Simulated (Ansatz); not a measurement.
in.yaml

```yaml
crystal:
  periodic: [false, false, false]
  atoms:
    - {symbol: Al, position_ang: [0.000000, 0.000000, 0.000000]}
    - {symbol: N, position_ang: [0.000000, 0.000000, 1.852000]}
basis:
  gaussian: {orbitals: def2-SVPD}
total_charge: -1
magnetization: {spin_polarized: false, initial_magnetization: 1}
correlation: {method: ccsd_t, electrons: outside_noble_gas}
```

```sh
$ ansatz run in.yaml --threads 1 --pin off --events-out ev --progress --plain --max-ram 2393MiB
```

Task: Roughly how long does this take on 1 thread of Arm Neoverse V2, shared host, and how much host memory?

Result: 6.5 s wall and 0.11 GiB.

```
406 factors; integrals over basis functions are off by at most 7.7e-4 eV
mean field evaluation 1: about -8056.7740 eV, gradient 1.1e1 eV
mean field evaluation 2: about -8056.8391 eV, gradient 1.1e1 eV
mean field evaluation 4: about -8057.8550 eV, gradient 4.6e0 eV
mean field evaluation 8: about -8058.0740 eV, gradient 9.4e-1 eV
mean field evaluation 16: about -8058.0829 eV, gradient 1.3e-6 eV
mean field evaluation 32: about -8058.7729 eV, gradient 1.2e-1 eV
mean field evaluation 64: about -8058.0829 eV, gradient 6.8e-5 eV
mean field evaluation 96: about -8058.0788 eV, gradient 4.0e-1 eV
mean field evaluation 128: about -8057.9261 eV, gradient 2.1e0 eV
mean field evaluation 160: about -8058.6907 eV, gradient 1.1e0 eV
...
mean field evaluation 960: about -8058.6470 eV, gradient 1.1e0 eV
mean field evaluation 992: about -8058.7674 eV, gradient 5.7e-1 eV
mean field evaluation 1024: about -8058.7655 eV, gradient 3.7e-1 eV
mean field evaluation 1056: about -8059.2432 eV, gradient 3.1e-1 eV
mean field evaluation 1088: about -8059.2671 eV, gradient 6.2e-5 eV
mean field evaluation 1120: about -8058.7728 eV, gradient 2.1e-1 eV
mean field evaluation 1152: about -8056.6367 eV, gradient 3.9e0 eV
mean field evaluation 1184: about -8059.2483 eV, gradient 1.2e-1 eV
mean field evaluation 1216: about -8058.3948 eV, gradient 4.7e-4 eV
determinant -8058.77300924 eV, -296.1544456572 hartree, with singles and doubles -8065.21002683 eV, -296.3910016903 hartree
determinant -8058.08288304 eV, -296.1290839870 hartree, with singles and doubles -8065.03487656 eV, -296.3845650365 hartree
determinant -8055.39002228 eV, -296.0301231792 hartree, with singles and doubles -8061.08088764 eV, -296.2392586240 hartree
determinant -8054.59077300 eV, -296.0007513099 hartree, with singles and doubles -8061.82137843 eV, -296.2664711586 hartree
determinant -8058.77300924 eV, -296.1544456572 hartree, with singles and doubles -8065.21541362 eV, -296.3911996511 hartree
determinant -8058.08288304 eV, -296.1290839870 hartree, with singles and doubles -8065.05977798 eV, -296.3854801468 hartree
determinant -8058.39799651 eV, -296.1406641934 hartree, with singles and doubles -8065.20734361 eV, -296.3909030838 hartree
determinant -8058.39799651 eV, -296.1406641934 hartree, with singles and doubles -8065.21093202 eV, -296.3910349556 hartree
unrestricted determinant -8059.26853078 eV, -296.1726557377 hartree, S^2 1.4628
6 core orbitals not correlated: weight in the atoms' cores, before any rotation towards them, 1.000 or more for the frozen orbitals, at most 0.000 for the correlated occupied ones
reference -8058.77300924 eV, -296.1544456572 hartree; 5, 4 occupied and 33, 34 virtual orbitals, 406 factors
second order -5.86797576 eV of doubles, -0.06212373 eV of singles
cycle   1  -6.44240595 eV  change   -1.6e-6 eV  update   4.5e-6
perturbative correction -0.35603835 eV, -0.0130841681 hartree
Total energy: -8065.57145355 eV, -296.4042838771 hartree
```
